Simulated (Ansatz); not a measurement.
# P₂F+ (triplet): the correlation ladder, cc-pVDZ

Aim: climb from Hartree-Fock through coupled cluster for P₂F+ (triplet) at one geometry and basis, and see what each rung misses.

The runs use Ansatz 0.2.0, Gaussian basis; cc-pVDZ, correlated electrons: outside noble gas.

To be run: UHF; CCSD(T) on ROHF; CCSD(T) on UHF; BCCD(T) on ROHF; CISD; CCSDT(Q) on ROHF; CCSDT(Q) on UHF.

## 1. What is computed

The geometry is a PBE0/def2-TZVP stationary point (not a proven minimum) of the parent state, kept for this charge and spin.

3 atoms, charge 1, spin multiplicity 3.

Atoms are counted from 1 here; the program's logs count them from 0.

Bond lengths: F1–P2 1.607 Å, P2–P3 2.278 Å. Angles: F1–P2–P3 98.1°.

As a file:

```xyz
3
charge 1, multiplicity 3
F     0.0000   -0.7712    1.4069
P     0.0000    0.6376    0.6343
P     0.0000   -0.1646   -1.4973
```

In the tables R marks a restricted open-shell determinant and U an unrestricted one; correlation energies count from the lowest restricted Hartree-Fock solution.

## 2. UHF

Input file in.yaml:

```yaml
crystal:
  periodic: [false, false, false]
  atoms:
    - {symbol: F, position_ang: [0.000000, -0.771205, 1.406859]}
    - {symbol: P, position_ang: [0.000000, 0.637627, 0.634340]}
    - {symbol: P, position_ang: [0.000000, -0.164593, -1.497266]}
basis:
  gaussian: {orbitals: cc-pVDZ}
total_charge: 1
magnetization: {spin_polarized: true, initial_magnetization: 2}
hamiltonian: {xc: hf}
output: {orbitals: {seedname: orbitals}}
```

The run is started by

```console
$ ansatz run in.yaml --threads 1 --pin off --events-out ev --progress --plain --max-ram 2393MiB
```

The runs that follow: CCSD(T) on ROHF; CCSD(T) on UHF; BCCD(T) on ROHF; CISD; CCSDT(Q) on ROHF; CCSDT(Q) on UHF.

Q: Predict the results of all the runs planned. Wanted: correlation energy, UCCSDT(Q); RMP2 from UCCSDT(Q); UMP2 from UCCSDT(Q); RCCSD from UCCSDT(Q); RCCSD(T) from UCCSDT(Q); UCCSD(T) from UCCSDT(Q); RCCSDT(Q) from UCCSDT(Q); T1 diagnostic.

**Answer**, as computed:

| quantity | value |
| --- | --- |
| correlation energy, UCCSDT(Q) | -11.2903 eV |
| RMP2 from UCCSDT(Q) | +1341.1 meV |
| UMP2 from UCCSDT(Q) | +1596.5 meV |
| RCCSD from UCCSDT(Q) | +454.8 meV |
| RCCSD(T) from UCCSDT(Q) | +89.9 meV |
| UCCSD(T) from UCCSDT(Q) | +96.2 meV |
| RCCSDT(Q) from UCCSDT(Q) | +10.6 meV |
| levels of the table within 1 kcal/mol (43 meV) | RCCSDT, UCCSDT, RCCSDT(Q) |
| T1 diagnostic | 0.029 |

RCCSD(T) misses by +89.9 meV, 0.8 % of the correlation energy. These misses are within one basis, not against nature; the frozen cores of restricted and unrestricted runs differ, which can shift their rows.
